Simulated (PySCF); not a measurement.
Phosphine, SMILES P (H3P), PBE0/def2-SVP optimised geometry.

```
4

P     -0.68    -0.71     0.00
H     -0.75    -0.79    -1.42
H     -0.75     0.71     0.00
H      0.75    -0.71     0.00
```

Density from PBE0/def2-TZVP (PySCF 2.14.0) at that geometry.

Minimum of the electron density along straight lines between bonded atoms, close to the bond critical point (lines longer than 1.1 times the sum of covalent radii, or with two minima, are not listed):

```csv
bond,length / Å,ρ at the minimum / e bohr⁻³,∇²ρ there / e bohr⁻⁵,position (fraction from the first atom)
P1–H2,1.429,0.160,-0.10,0.49
P1–H3,1.429,0.160,-0.10,0.49
P1–H4,1.429,0.160,-0.10,0.49
```
